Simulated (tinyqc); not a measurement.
Worked calculation: MP2 on RHF in the sto-3g basis, frozen core, for H3O+, spin multiplicity 1. One step of it, computed by the program tinyqc.

Task: Second-order Moller-Plesset energy. E2 = sum_ijab (ia|jb) [2 (ia|jb) - (ib|ja)] / (e_i + e_j - e_a - e_b) over occupied i, j and virtual a, b; the opposite-spin part is (ia|jb)^2 / denominator, the rest is same-spin, and SCS-MP2 scales them by 6/5 and 1/3.

orbital energies (hartree): MO1 -20.805568, MO2 -1.698767, MO3 -1.028381, MO4 -1.028376, MO5 -0.859792, MO6 0.019567, MO7 0.224818, MO8 0.224841

Two-electron integrals over orbitals (pq|rs), unique and non-zero (hartree); the lowest 1 orbital is frozen and left out:
```
p,q,r,s,(pq|rs)
2,2,2,2,0.720238
3,2,3,2,0.135573
3,3,2,2,0.646663
3,3,3,3,0.647960
4,2,2,2,-0.000005
4,2,3,3,-0.034167
4,2,4,2,0.135569
4,3,3,2,-0.034166
4,3,4,3,0.041480
4,4,2,2,0.646656
4,4,3,3,0.564994
4,4,4,2,0.034173
4,4,4,4,0.647955
5,2,2,2,-0.006968
5,2,3,3,0.003086
5,2,4,2,5.35e-08
5,2,4,4,0.003086
5,2,5,2,0.148798
5,3,3,2,0.000972
5,3,4,3,0.003462
5,3,5,3,0.032924
5,4,2,2,1.31e-06
5,4,3,3,0.003463
5,4,4,2,0.000971
5,4,4,4,-0.003461
5,4,5,2,3.62e-06
5,4,5,4,0.032924
5,5,2,2,0.749416
5,5,3,3,0.646230
5,5,4,2,3.10e-06
5,5,4,4,0.646226
5,5,5,2,0.047643
5,5,5,4,3.52e-06
5,5,5,5,0.874659
6,2,2,2,0.135983
6,2,3,3,0.093005
6,2,4,2,0.000009
6,2,4,4,0.093002
6,2,5,2,-0.014834
6,2,5,4,1.35e-06
6,2,5,5,0.159390
6,2,6,2,0.072032
6,3,3,2,-0.013792
6,3,4,3,0.027627
6,3,5,3,0.004740
6,3,6,3,0.057112
6,4,2,2,0.000027
6,4,3,3,0.027648
6,4,4,2,-0.013802
6,4,4,4,-0.027609
6,4,5,2,2.42e-06
6,4,5,4,0.004742
6,4,5,5,0.000030
6,4,6,2,0.000016
6,4,6,4,0.057130
6,5,2,2,-0.044458
6,5,3,3,-0.024826
6,5,4,2,2.54e-06
6,5,4,4,-0.024823
6,5,5,2,0.060698
6,5,5,4,4.21e-06
6,5,5,5,-0.037018
6,5,6,2,-0.029716
6,5,6,4,-0.000005
6,5,6,5,0.037656
6,6,2,2,0.497433
6,6,3,3,0.483595
6,6,4,2,0.000024
6,6,4,4,0.483618
6,6,5,2,-0.030901
6,6,5,4,-3.16e-06
6,6,5,5,0.489502
6,6,6,2,0.038923
6,6,6,4,-0.000010
6,6,6,5,-0.021871
6,6,6,6,0.451293
7,2,2,2,0.000025
7,2,3,3,-0.009783
7,2,4,2,-0.054055
7,2,4,4,0.009813
7,2,5,2,-4.91e-07
7,2,5,4,-0.009077
7,2,5,5,0.000027
7,2,6,2,0.000006
7,2,6,4,-0.035862
7,2,6,5,-4.55e-06
7,2,6,6,0.000006
7,2,7,2,0.055057
7,3,3,2,-0.036900
7,3,4,3,0.005611
7,3,5,3,0.003805
7,3,6,3,0.027684
7,3,7,3,0.033530
7,4,2,2,-0.172061
7,4,3,3,-0.132651
7,4,4,2,0.036893
7,4,4,4,-0.121439
7,4,5,2,-0.019086
7,4,5,4,-0.003806
7,4,5,5,-0.196507
7,4,6,2,-0.084032
7,4,6,4,-0.027696
7,4,6,5,0.019370
7,4,6,6,-0.036649
7,4,7,2,0.000150
7,4,7,4,0.149460
7,5,2,2,-2.31e-06
7,5,3,3,0.006835
7,5,4,2,-0.019642
7,5,4,4,-0.006839
7,5,5,2,0.000010
7,5,5,4,-0.022641
7,5,5,5,-1.03e-06
7,5,6,2,-3.76e-06
7,5,6,4,0.009227
7,5,6,5,2.21e-06
7,5,6,6,-0.000007
7,5,7,2,0.005971
7,5,7,4,-0.007627
7,5,7,5,0.023623
7,6,2,2,1.08e-06
7,6,3,3,0.044888
7,6,4,2,-0.098189
7,6,4,4,-0.044899
7,6,5,2,-3.38e-06
7,6,5,4,0.009042
7,6,5,5,-4.49e-06
7,6,6,2,-3.27e-06
7,6,6,4,0.055643
7,6,6,5,-4.58e-06
7,6,6,6,-0.000034
7,6,7,2,0.006608
7,6,7,4,-0.050914
7,6,7,5,0.017208
7,6,7,6,0.124483
7,7,2,2,0.571705
7,7,3,3,0.509807
7,7,4,2,0.030149
7,7,4,4,0.584902
7,7,5,2,0.002659
7,7,5,4,-0.006291
7,7,5,5,0.572737
7,7,6,2,0.067740
7,7,6,4,-0.043611
7,7,6,5,-0.015443
7,7,6,6,0.470109
7,7,7,2,0.019607
7,7,7,4,-0.069931
7,7,7,5,-0.008063
7,7,7,6,-0.061448
7,7,7,7,0.568076
8,2,3,2,0.054051
8,2,4,3,0.009803
8,2,5,3,0.009077
8,2,6,3,0.035863
8,2,7,3,0.000174
8,2,8,2,0.055057
8,3,2,2,0.172053
8,3,3,3,0.121434
8,3,4,2,0.036903
8,3,4,4,0.132650
8,3,5,2,0.019086
8,3,5,4,-0.003804
8,3,5,5,0.196503
8,3,6,2,0.084032
8,3,6,4,-0.027669
8,3,6,5,-0.019367
8,3,6,6,0.036674
8,3,7,2,0.000181
8,3,7,4,-0.084204
8,3,7,5,-0.007631
8,3,7,6,-0.050930
8,3,7,7,0.104893
8,3,8,3,0.149467
8,4,3,2,0.036903
8,4,4,3,-0.005608
8,4,5,3,-0.003804
8,4,6,3,-0.027676
8,4,7,3,-0.031747
8,4,8,2,-0.000167
8,4,8,4,0.033525
8,5,3,2,0.019641
8,5,4,3,-0.006835
8,5,5,3,0.022641
8,5,6,3,-0.009224
8,5,7,3,-0.007630
8,5,8,2,0.005971
8,5,8,4,0.007630
8,5,8,5,0.023623
8,6,3,2,0.098182
8,6,4,3,-0.044880
8,6,5,3,-0.009039
8,6,6,3,-0.055615
8,6,7,3,-0.050927
8,6,8,2,0.006610
8,6,8,4,0.050922
8,6,8,5,0.017204
8,6,8,6,0.124447
8,7,3,2,0.030190
8,7,4,3,-0.037565
8,7,5,3,-0.006294
8,7,6,3,-0.043639
8,7,7,3,-0.017510
8,7,8,2,-0.019593
8,7,8,4,0.017505
8,7,8,5,0.008069
8,7,8,6,0.061480
8,7,8,7,0.048499
8,8,2,2,0.571713
8,8,3,3,0.584919
8,8,4,2,-0.030176
8,8,4,4,0.509797
8,8,5,2,0.002659
8,8,5,4,0.006295
8,8,5,5,0.572741
8,8,6,2,0.067744
8,8,6,4,0.043652
8,8,6,5,-0.015447
8,8,6,6,0.470076
8,8,7,2,-0.019581
8,8,7,4,-0.104905
8,8,7,5,0.008066
8,8,7,6,0.061474
8,8,7,7,0.471159
8,8,8,3,0.069910
8,8,8,8,0.568114
```

Hartree-Fock energy = -75.31118673 hartree

Give: Terms; Pair energies; MP2 correlation energy; SCS-MP2 correlation energy; MP2 total energy.

Result:

Terms (the 40 largest of 74):
```
i,j,a,b,(ia|jb),(ib|ja),denominator,term
3,3,8,8,0.1495,0.1495,-2.5064,-0.0089
4,4,7,7,0.1495,0.1495,-2.5064,-0.0089
3,4,8,7,-0.0842,-0.0317,-2.5064,-0.0046
4,3,7,8,-0.0842,-0.0317,-2.5064,-0.0046
4,2,7,6,-0.0840,-0.0359,-2.9715,-0.0037
2,4,6,7,-0.0840,-0.0359,-2.9715,-0.0037
3,2,8,6,0.0840,0.0359,-2.9716,-0.0037
2,3,6,8,0.0840,0.0359,-2.9716,-0.0037
4,4,6,6,0.0571,0.0571,-2.0959,-0.0016
3,3,6,6,0.0571,0.0571,-2.0959,-0.0016
2,2,6,6,0.0720,0.0720,-3.4367,-0.0015
5,5,6,6,0.0377,0.0377,-1.7587,-0.0008
2,2,7,7,0.0551,0.0551,-3.8472,-0.0008
2,2,8,8,0.0551,0.0551,-3.8472,-0.0008
3,3,7,7,0.0335,0.0335,-2.5064,-4.49e-04
4,4,8,8,0.0335,0.0335,-2.5064,-4.48e-04
2,5,6,6,-0.0297,-0.0297,-2.5977,-3.40e-04
5,2,6,6,-0.0297,-0.0297,-2.5977,-3.40e-04
4,4,7,6,-0.0277,-0.0277,-2.3011,-3.33e-04
4,4,6,7,-0.0277,-0.0277,-2.3011,-3.33e-04
3,3,7,6,0.0277,0.0277,-2.3011,-3.33e-04
3,3,6,7,0.0277,0.0277,-2.3011,-3.33e-04
4,3,8,6,-0.0277,-0.0277,-2.3012,-3.33e-04
3,4,6,8,-0.0277,-0.0277,-2.3012,-3.33e-04
3,4,8,6,-0.0277,-0.0277,-2.3012,-3.33e-04
4,3,6,8,-0.0277,-0.0277,-2.3012,-3.33e-04
4,5,7,6,0.0194,0.0092,-2.1326,-2.68e-04
5,4,6,7,0.0194,0.0092,-2.1326,-2.68e-04
3,5,8,6,-0.0194,-0.0092,-2.1326,-2.68e-04
5,3,6,8,-0.0194,-0.0092,-2.1326,-2.68e-04
3,4,7,8,-0.0317,-0.0842,-2.5064,2.62e-04
4,3,8,7,-0.0317,-0.0842,-2.5064,2.62e-04
5,5,7,7,0.0236,0.0236,-2.1692,-2.57e-04
5,5,8,8,0.0236,0.0236,-2.1693,-2.57e-04
4,2,6,7,-0.0359,-0.0840,-2.9715,1.49e-04
2,4,7,6,-0.0359,-0.0840,-2.9715,1.49e-04
3,2,6,8,0.0359,0.0840,-2.9716,1.49e-04
2,3,8,6,0.0359,0.0840,-2.9716,1.49e-04
3,5,8,7,-0.0076,-0.0076,-2.3378,-2.49e-05
5,3,7,8,-0.0076,-0.0076,-2.3378,-2.49e-05
```

Pair energies (hartree; pair i-j sums ij and ji):
```
pair,opposite spin,same spin
2-2,-0.0031,0
3-2,-0.0056,-0.0016
3-3,-0.0116,0
4-2,-0.0056,-0.0016
4-3,-0.0078,-0.0022
4-4,-0.0116,0
5-2,-0.0007,0
5-3,-0.0005,-9.65e-05
5-4,-0.0005,-9.65e-05
5-5,-0.0013,0
```

MP2 correlation energy = -0.053907 hartree

SCS-MP2 correlation energy = -0.059911 hartree

MP2 total energy = -75.365093 hartree
